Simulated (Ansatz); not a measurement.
# AlBH2 (singlet): wave-function methods side by side at angle Al2–B1–H3 = 67.0°, 6-31G

How much of the correlation energy of AlBH2 (singlet) does each wave-function method recover here?

Method: 6-31G, core rule «outside noble gas», up to 6 orbitals frozen; program: Ansatz 0.2.0, Gaussian basis.

The runs, in order: UHF; CCSD(T) on RHF; CCSD(T) on UHF; BCCD(T) on RHF; CISD; CCSDT(Q) on RHF; CCSDT(Q) on UHF; CCSDTQ on RHF; CASSCF and MRCISD+Q, 2 electrons in 2 orbitals; CASSCF and NEVPT2, 2 electrons in 2 orbitals; CASSCF and MRCISD+Q, 8 electrons in 10 orbitals; CASSCF and MRCISD+Q(relaxed), 8 electrons in 10 orbitals; CASSCF and NEVPT2, 8 electrons in 10 orbitals; Full CI.

6 further runs of the same task are left out: 1 for a mislabelled method, 4 that didn't finish, 1 set aside as unsound or not needed.

**1. What is computed**

The geometry derives from a PBE0/def2-TZVP stationary point (not a proven minimum). One angle is set to the value named; bond lengths are kept.

4 atoms, charge 0, spin multiplicity 1.

Atoms are counted from 1 here; the program's logs count them from 0.

Bond lengths: B1–Al2 2.055 Å, B1–H3 1.197 Å, Al2–H3 1.932 Å, Al2–H4 1.595 Å. Angles: Al2–B1–H3 67.0°, B1–Al2–H3 34.8°, B1–Al2–H4 128.5°, H3–Al2–H4 163.2°, B1–H3–Al2 78.2°.

**2. UHF**

The input, in.yaml:

```yaml
crystal:
  periodic: [false, false, false]
  atoms:
    - {symbol: B, position_ang: [0.000000, -1.068949, 1.026206]}
    - {symbol: Al, position_ang: [0.000000, 0.417006, -0.393187]}
    - {symbol: H, position_ang: [0.000000, 0.030486, 1.499980]}
    - {symbol: H, position_ang: [0.000000, 0.272073, -1.981683]}
basis:
  gaussian: {orbitals: 6-31G}
magnetization: {spin_polarized: true, initial_magnetization: 0}
hamiltonian: {xc: hf}
output: {orbitals: {seedname: orbitals}}
```

Run with:

```bash
$ ansatz run in.yaml --threads 1 --pin off --events-out ev --progress --plain --max-ram 2393MiB
```

The runs that follow: CCSD(T) on RHF; CCSD(T) on UHF; BCCD(T) on RHF; CISD; CCSDT(Q) on RHF; CCSDT(Q) on UHF; CCSDTQ on RHF; CASSCF and MRCISD+Q, 2 electrons in 2 orbitals; CASSCF and NEVPT2, 2 electrons in 2 orbitals; CASSCF and MRCISD+Q, 8 electrons in 10 orbitals; CASSCF and MRCISD+Q(relaxed), 8 electrons in 10 orbitals; CASSCF and NEVPT2, 8 electrons in 10 orbitals; Full CI.

**Question.** What will the summary of the whole plan be? Wanted: FCI below the RHF energy; RMP2 from FCI; UMP2 from FCI; RCCSD from FCI; RCCSD(T) from FCI; UCCSD(T) from FCI; RCCSDT(Q) from FCI; UCCSDT(Q) from FCI; NEVPT2 pair from FCI.

As calculated:

| quantity | value |
| --- | --- |
| FCI below the RHF energy | -3.9198 eV |
| RMP2 from FCI | +1187.4 meV |
| UMP2 from FCI | +1185.2 meV |
| RCCSD from FCI | +211.0 meV |
| RCCSD(T) from FCI | +55.8 meV |
| UCCSD(T) from FCI | +116.3 meV |
| RCCSDT(Q) from FCI | +4.1 meV |
| UCCSDT(Q) from FCI | +1.0 meV |
| NEVPT2 pair from FCI | +798.7 meV |
| MRCISD+Q pair from FCI | +45.6 meV |
| NEVPT2 valence from FCI | +208.6 meV |
| levels within 1 kcal/mol (43 meV) | RCCSDT, UCCSDT, RCCSDT(Q), UCCSDT(Q), RCCSDTQ, MRCISD valence, MRCISD+Q valence, MRCISD+Q(relaxed) valence |
| T1 diagnostic | 0.035 |
| effectively unpaired electrons | 0.52 |

What this shows: RCCSD(T) misses by +55.8 meV, 1.4 % of the correlation energy. CCSD(T) misses by +55.8 meV on the restricted determinant and by +116.3 meV on the unrestricted one; the two need not hold the same state or core. MRCISD+Q(relaxed) valence falls below full CI: the +Q correction isn't variational, and the cores differ from full CI's. The occupations show some static correlation. Of the multireference levels listed MRCISD+Q(relaxed) valence comes nearest in total energy (-2.1 meV), which doesn't show that its space is the better one. These misses are within one basis, not against nature.
